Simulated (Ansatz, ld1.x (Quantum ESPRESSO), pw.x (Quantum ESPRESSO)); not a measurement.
**tantalum: one change to the TM potential, in the atom and in the bcc crystal**

- Element: tantalum (Ta)
- Generator: ld1.x (Quantum ESPRESSO) 7.5
- Type: norm-conserving Troullier–Martins (Kleinman–Bylander form)
- Functional: PBE
- Relativity: scalar-relativistic
- Frozen core: [Xe] 4f14
- Valence charge: 5
- Reference configuration: 5d3 6s2 6p0
- Partial waves: 6p (bound, empty): rc 3.40 bohr; 5d (bound): rc 2.10 bohr; 6s (bound): rc 2.20 bohr
- Local potential: the s channel
- Core correction: none

Change: core correction a·sin(br)/r model core inside 2.58 bohr.

Cutoffs, loose and tight: the cutoffs (Ry, on a coarse ladder) from which the occupation-weighted sum of valence levels, in a spherical-Bessel basis at the reference potential, stays within 10 and 1 mRy of its value at 400 Ry. They do not see the model core or the augmentation charge, which bear on the density cutoff. Test errors are all-electron minus pseudo excitation energies from the reference, over the configurations 5d3 6s1 6p0; 5d3 6s0 6p0; 5d2 6s0 6p0; 5d3.5 6s1.5 6p0; 5d4 6s0 6p0; 5d3 6s1.5 6p0; 5d3 6s0 6p1; variants that change the core or the reference have their own tests.

Crystal test: bcc Ta in pw.x 7.5, no spin, 14³ k-points, Fermi–Dirac smearing 0.01 Ry, cutoffs set for each file from its atomic test. The reference is all-electron LAPW (Ansatz 0.2.0) with the same functional, mesh and smearing; V0 and B0 come from Birch–Murnaghan fits to the pressures at five volumes. Errors are pseudo minus all-electron; Δ is the rms difference of the E(V) curves that follow from these fits, minima aligned, over ±6 % about the mean V0. Mesh and smearing are coarse, so the numbers serve the comparison and aren't converged zero-temperature values; the lattice is a test structure that the element need not adopt.

All-electron: a0 = 3.321 Å (V0 = 18.31 Å³/atom), B0 = 193.2 GPa.

Problem. Does the change bring the crystal closer to the all-electron result?

Solution. The mean pressure error goes from +5.21 to +4.30 GPa, so the change moves the solid closer to the all-electron pressures.

```json
{"quantity": "outcome (atom)", "base": "generated", "changed": "generated"}
{"quantity": "cutoff, loose (atom)", "base": "30 Ry", "changed": "30 Ry"}
{"quantity": "cutoff, tight (atom)", "base": "35 Ry", "changed": "35 Ry"}
{"quantity": "bound ghosts (atom)", "base": "none", "changed": "none"}
{"quantity": "largest test error (meV) (atom)", "base": "+133", "changed": "-135"}
{"quantity": "cutoffs in pw.x (Ry)", "base": "45/180", "changed": "50/200"}
{"quantity": "a0 (Å)", "base": "3.350", "changed": "3.344"}
{"quantity": "a0 error (%)", "base": "+0.89", "changed": "+0.70"}
{"quantity": "B0 error (%)", "base": "-4.6", "changed": "-0.1"}
{"quantity": "Δ (meV/atom)", "base": "20.2", "changed": "16.3"}
{"quantity": "mean pressure error (GPa)", "base": "+5.21", "changed": "+4.30"}
```

Base: The largest radius (3.40 bohr) exceeds half the bond length (2.71 bohr), so the spheres overlap, which is one possible source of error among others. This is a poor potential for the solid. Changed file: The largest radius (3.40 bohr) exceeds half the bond length (2.71 bohr), so the spheres overlap, which is one possible source of error among others. This is a poor potential for the solid. The atomic cutoffs weigh occupied waves only.
